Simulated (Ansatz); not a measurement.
```yaml
crystal:
  periodic: [false, false, false]
  atoms:
    - {symbol: W, position_ang: [0.000000, 0.000000, 0.000000]}
    - {symbol: Si, position_ang: [0.000000, 0.000000, 2.560000]}
basis:
  gaussian: {orbitals: def2-TZVP}
total_charge: 1
magnetization: {spin_polarized: true, initial_magnetization: 1}
hamiltonian: {xc: pbe0}
relax: {f_tol: 0.004, max_steps: 80}
```

```sh
$ ansatz run in.yaml --threads 1 --pin off --events-out ev --progress --plain --max-ram 2176MiB
```

Steps of the relaxation (energy above the last step; positions in Å, forces in eV/Å):

```
2
step 1, 210.7 meV
W     0.000    0.000    0.000    0.000    0.000    1.844
Si    0.000    0.000    2.560    0.000    0.000   -1.844
```

```
2
step 2, 33.5 meV
W     0.000    0.000    0.135    0.000    0.000   -0.614
Si    0.000    0.000    2.425    0.000    0.000    0.614
```

```
2
step 3, 9.9 meV
W     0.000    0.000    0.112    0.000    0.000   -0.347
Si    0.000    0.000    2.448    0.000    0.000    0.347
```

```
2
step 4, 5.6 meV
W     0.000    0.000    0.098    0.000    0.000    0.046
Si    0.000    0.000    2.462    0.000    0.000   -0.046
```

```
2
step 6, 5.1 meV
W     0.000    0.000    0.100    0.000    0.000    0.286
Si    0.000    0.000    2.460    0.000    0.000   -0.286
```

```
2
step 9, 0.0 meV
W     0.000    0.000    0.116    0.000    0.000    0.000
Si    0.000    0.000    2.444    0.000    0.000    0.000
```

Close pairs at the end: W1–Si2 2.329 Å.

A stationary point of unrestricted PBE0 after 9 steps, with ⟨S²⟩ = 2.244 against 0.75 for a pure state. 3.4 min on 1 thread of Intel Xeon 6975P-C, shared host.
